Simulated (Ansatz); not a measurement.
Geometry optimisation, RKS PBE-D4/def2-SVP (Ansatz).

input.yaml

```yaml
crystal:
  periodic: [false, false, false]
  atoms:
    - { symbol: C, position_ang: [-0.5086, 0.365, -0.3765] }
    - { symbol: O, position_ang: [-0.5671, -0.7822, 0.3866] }
    - { symbol: Si, position_ang: [-1.96837, -1.62016, 0.36294] }
    - { symbol: H, position_ang: [-1.4643, 0.523, -0.8656] }
    - { symbol: H, position_ang: [0.1994, 0.354, -1.1994] }
    - { symbol: H, position_ang: [-0.3912, 1.3086, 0.2381] }
    - { symbol: H, position_ang: [-3.14485, -0.69027, 0.0896] }
basis:
  gaussian: { orbitals: def2-SVP }
hamiltonian:
  xc: pbe
  dispersion: d4
relax:
  f_tol: 0.015
  max_steps: 40
output:
  orbitals: {}
```

Command:

```bash
$ ansatz run input.yaml --threads 1 --pin off --max-ram 2048MiB --backend cpu --events-out ev --progress --plain --runs-dir out
```

**Question.** Where does it end, and by what steps?

**Answer.** It converged. After 6 steps the energy has fallen by 0.612 eV; Si3 moved furthest, 0.30 Å.

```csv
step,energy less start (eV),largest force component (eV/Å),accepted
0,0.0000,3.164,yes
1,-0.5006,1.178,yes
2,-0.5672,0.689,yes
3,-0.6018,0.196,yes
4,-0.6099,0.057,yes
5,-0.6103,0.114,yes
6,-0.6118,0.009,yes
```

```xyz
7
Properties=species:S:1:pos:R:3
C -0.562 0.451 -0.403
O -0.668 -0.756 0.329
Si -2.004 -1.728 0.643
H -1.541 0.760 -0.835
H 0.175 0.323 -1.224
H -0.190 1.258 0.264
H -3.055 -0.849 -0.137
```

The run took 12 s on 1 thread of Arm Neoverse V2 (shared host), peak memory 0.13 GiB.
